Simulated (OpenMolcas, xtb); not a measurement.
AlHSF (SMILES [F][Al][SH]): the dipole moment, rung by rung

AlHSF: 4 atoms, total charge 0, spin state doublet. SMILES: `[F][Al][SH]`. Geometry: a GFN2-xTB relaxation, a rough one for these elements and not checked as a minimum.

```xyz
4

F    -1.6992   -0.2994    0.8233
Al   -0.6210    0.8810    0.3844
S     1.3082    0.3565   -0.6272
H     1.0121   -0.9382   -0.5806
```

Quantity: the dipole moment, in D. The values are calculated.

| level | kind | program | value (D) | CPU time |
| --- | --- | --- | --- | --- |
| GFN2-xTB | semi-empirical | xtb | 0.96 | under 2 s |
| GFN0-xTB | semi-empirical | xtb | 2.17 | under 2 s |
| GFN1-xTB | semi-empirical | xtb | 1.57 | under 2 s |
| UHF/STO-3G | Hartree–Fock | OpenMolcas | 2.26 | 2.1 s |
| UHF/3-21G | Hartree–Fock | OpenMolcas | 1.60 | 2.3 s |
| UHF/cc-pVDZ-DK (DKH2, RICD fitting) | Hartree–Fock | OpenMolcas | 0.86 | 2.5 s |
| UHF/def2-SVP | Hartree–Fock | OpenMolcas | 0.83 | 3.4 s |
| UBLYP/def2-SVP | GGA | OpenMolcas | 0.37 | 14 s |
| UPBE/cc-pVDZ | GGA | OpenMolcas | 0.41 | 17 s |
| UB3LYP/6-31G* (spherical functions) | global hybrid | OpenMolcas | 0.56 | 15 s |

The values span 0.37 to 2.26 D. Magnitudes only: a small dipole may point the other way at some levels. Sets without polarisation functions give poor dipoles. Without the sets that lack polarisation functions the rows with a basis span only 0.37 to 0.86 D. Times are those of the runs behind each value, whatever else they computed, on shared processors of several kinds: orders of magnitude only.
